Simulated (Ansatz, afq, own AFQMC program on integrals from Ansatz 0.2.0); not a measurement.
Where AFQMC and coupled cluster stand for GeNH₃⁺, quartet

```yaml
atoms:
  - { symbol: Ge, position_ang: [-0.2797, -0.0021, 0.0009] }
  - { symbol: N, position_ang: [1.6147, 0.0123, -0.0051] }
  - { symbol: H, position_ang: [-0.7720, 1.4535, 0.0039] }
  - { symbol: H, position_ang: [-0.7514, -0.7367, 1.2654] }
  - { symbol: H, position_ang: [-0.7593, -0.7341, -1.2622] }
```

Connectivity, by distances: GeH3–N.

Basis cc-pVDZ. Only valence electrons are correlated. AFQMC by an in-house program on the Cholesky factors that Ansatz 0.2.0 writes for its CCSD(T) run. The CISD trial takes its coefficients from CCSD amplitudes. Released means that phaseless walkers are propagated on without the constraint, phases kept. ± is one standard error of the sampling. No spin–orbit coupling.

Determinant: UHF, the one that the program's search chose, which needn't be the lowest solution. The geometry is a PBE0/def2-TZVP stationary point of this or a neighbouring charge and spin state.

No full CI on the walks' own integrals is used here; CCSDT(Q) serves as the reference and is uncertain by about the last step of the cluster series.

Cautions: no relativity below Rb; no spin-orbit coupling; inner d shell frozen; the released energies are still falling, so no released level is given (meV from the phaseless value at times in 1/Eh: -3.9 ± 2.0 at 0.24, -6.6 ± 2.3 at 0.51, -12.6 ± 1.6 at 0.99, -13.4 ± 2.2 at 1.62, -18 ± 3 at 2.40), though the last usable value meets CCSDT(Q) within the noise.

```
T1 diagnostic                               : 0.0218
weight of the determinant in the CISD state : 0.896
⟨S²⟩ of the determinant                     : 3.763
size of the correlated space                : 11 electrons in 41 orbitals
```

Reference: CCSDT(Q), correlation energy -5.628 eV.

```
        level  E − E(reference) (meV)  share of correlation (%)
           HF                  5627.5                      0.00
          MP2                  1262.9                     77.56
         CCSD                   143.0                     97.46
      CCSD(T)                    33.4                     99.41
        CCSDT                     4.3                     99.92
  ph-AFQMC/HF            -37.1 ± 23.3                    100.66
ph-AFQMC/CISD              12.8 ± 1.3                     99.77
```

A walk keeps the symmetry of its determinant, which the program's search chose and which needn't be the lowest solution, so a lower state of the same spin and another symmetry isn't excluded.
